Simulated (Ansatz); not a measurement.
## Ansatz (development build ahead of 0.2.0) run

```yaml
crystal:
  periodic: [false, false, false]
  atoms:
    - { symbol: O, position_ang: [0.0, 0.0, 0.0] }
    - { symbol: H, position_ang: [0.0, 0.94, -0.24] }
    - { symbol: O, position_ang: [0.0, 0.0, 1.3965] }
basis:
  gaussian: { orbitals: cc-pVDZ }
magnetization:
  initial_magnetization: 1
hamiltonian:
  xc: hf
correlation:
  method: ccsd_t
  frozen_orbitals: { H: 0, O: 1 }
```

The input is written out in the form of the current development build from the run's settings. Correlation on restricted open-shell orbitals is semicanonical, with singles.

The run gave:

```json
{
  "Converged": "yes",
  "Reference energy": "-150.17679 hartree",
  "CCSD correlation energy": "-0.37044 hartree",
  "Triples correction": "-0.00945 hartree",
  "Total energy": "-150.55668 hartree",
  "Spin squared of the determinant": "0.750"
}
```
